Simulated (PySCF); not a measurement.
What does the PBE0-D3(BJ)/def2-SVP structure of 3-methyl-2-butanol (`CC(C)[C@H](C)O`) look like in three dimensions?

Z-matrix in Å and degrees, rows numbered from 1:
```
C 
C   1  1.5248
C   2  1.5252  1  110.99
C   2  1.5330  1  110.25  3  -125.43
C   4  1.5203  2  114.01  1  -174.40
O   4  1.4113  2  107.37  1    62.04
H   1  1.1008  2  111.13  3   -56.58
H   1  1.1001  2  110.26  3    63.60
H   1  1.1017  2  111.38  3  -176.87
H   2  1.1054  1  108.18  3   119.04
H   3  1.1007  2  110.64  1    53.97
H   3  1.1003  2  112.34  1   173.97
H   3  1.1004  2  110.25  1   -65.58
H   4  1.1113  2  106.48  1   -55.62
H   5  1.0998  4  111.06  2   -64.08
H   5  1.1026  4  110.52  2   176.40
H   5  1.1010  4  111.37  2    57.13
H   6  0.9618  4  108.26  2   179.57
```

Of the pairs four or more bonds apart, H12···H15 is among the closest relative to their van der Waals radii: 2.25 Å, 94 % of the sum of Bondi's values. O6 (alcohol oxygen) is bent (angle 108.3°).

Level of theory: PySCF, PBE0-D3(BJ)/def2-SVP geometry optimisation, gas phase.

Point group: C1 (no symmetry element, even within 0.4 Å). Not checked by PBE0-D3(BJ)/def2-SVP frequencies. The numbers are those of one conformer (C1–C2–C4–C5 -174°, C2–C4–O6–H 180°).
